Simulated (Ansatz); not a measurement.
**CH5BO: one species, many methods**

One table from this session's results is given with a row withheld; the runs are named, their logs left out.

Method: functionals in def2-TZVPP, the program's frozen cores in correlated methods; program: Ansatz 0.2.0, Gaussian basis.

The runs, in order: LDA (SPW92), PBE-D4, revPBE-D4, BLYP-D4, r2SCAN-D4, B97M-V, PBE0-D4, B3LYP-D4, r2SCANh-D4, r2SCAN0-D4, HSE06-D4, BHLYP-D4, CAM-B3LYP-D4, LC-ωPBE, ωB97X-V, ωB97M-V, B2PLYP, PBE-QIDH; CCSD(T)/def2-SVP; CCSD(T)/def2-TZVPP; MP2/def2-QZVPP; extrapolation to the limit; RPA on PBE.

1 further run of the same task is left out (it didn't finish).

## Structure used throughout

An earlier PBE0-D4 in a triple-zeta def2 set relaxation fixed the geometry.

SMILES `BOC`, 8 atoms, charge 0, spin multiplicity 1.

Atoms are counted from 1 here; the program's logs count them from 0.

Bond lengths: B1–O2 1.339 Å, B1–H4 1.204 Å, B1–H5 1.197 Å, O2–C3 1.413 Å, C3–H6 1.094 Å, C3–H7 1.092 Å, C3–H8 1.092 Å. Angles: O2–B1–H4 120.2°, O2–B1–H5 116.9°, H4–B1–H5 122.9°, B1–O2–C3 122.3°, O2–C3–H6 111.3°, O2–C3–H7 108.8°, O2–C3–H8 108.9°, H6–C3–H7 109.6°, H6–C3–H8 109.6°, H7–C3–H8 108.7°.

Set-up of the first run:

Contents of in.yaml:

```yaml
crystal:
  periodic: [false, false, false]
  atoms:
    - {symbol: B, position_ang: [-0.618958, 0.827451, -0.859355]}
    - {symbol: O, position_ang: [0.526860, 0.427746, -0.294134]}
    - {symbol: C, position_ang: [0.577916, -0.627647, 0.644658]}
    - {symbol: H, position_ang: [-1.655678, 0.285896, -0.574806]}
    - {symbol: H, position_ang: [-0.550898, 1.730637, -1.641185]}
    - {symbol: H, position_ang: [-0.416150, -1.046529, 0.825004]}
    - {symbol: H, position_ang: [1.239449, -1.407596, 0.262722]}
    - {symbol: H, position_ang: [0.989560, -0.246959, 1.581394]}
basis:
  gaussian: {orbitals: def2-TZVPP}
hamiltonian: {xc: lda}
output: {orbitals: {seedname: orbitals}}
```

Run with:

```sh
$ ansatz run in.yaml --threads 4 --pin off --events-out ev --progress --plain --max-ram 10444MiB
```

Among the steps run: LDA; PBE-D4 (GGA); revPBE-D4 (GGA); BLYP-D4 (GGA); r2SCAN-D4 (meta-GGA); B97M-V (meta-GGA); PBE0-D4 (hybrid); B3LYP-D4 (hybrid); r2SCANh-D4 (hybrid); r2SCAN0-D4 (hybrid); HSE06-D4 (hybrid); BHLYP-D4 (hybrid); CAM-B3LYP-D4 (range-separated); LC-ωPBE (range-separated); ωB97X-V (range-separated); ωB97M-V (range-separated); B2PLYP (double hybrid); PBE-QIDH (double hybrid).

One table of the session follows, with a row left open; its other results are not shown here.

It belongs to the step «Frontier levels by functional». 

| functional | HOMO (eV) | gap (eV) |
| --- | --- | --- |
| LDA (SPW92) | -7.16 | 5.56 |
| PBE-D4 | -7.11 | 5.76 |
| revPBE-D4 | -7.08 | 5.83 |
| BLYP-D4 | -7.05 | 5.82 |
| r2SCAN-D4 | -7.43 | 6.49 |
| B97M-V | -7.56 | 6.47 |
| PBE0-D4 | -8.60 | 8.25 |
| B3LYP-D4 | -8.40 | 7.79 |
| r2SCANh-D4 | -7.98 | 7.39 |
| r2SCAN0-D4 | -8.81 | 8.72 |
| HSE06-D4 | ? | ? |
| BHLYP-D4 | -10.06 | 10.65 |
| CAM-B3LYP-D4 | -10.07 | 10.76 |
| LC-ωPBE | -11.42 | 13.34 |
| ωB97X-V | -11.09 | 12.89 |
| ωB97M-V | -10.96 | 12.45 |

Q: Estimate the row for HSE06-D4 from the others.

**Answer.** HOMO (eV): -8.19; gap (eV): 7.46. In the column «HOMO (eV)» it lies between B3LYP-D4 (-8.40) and r2SCANh-D4 (-7.98).
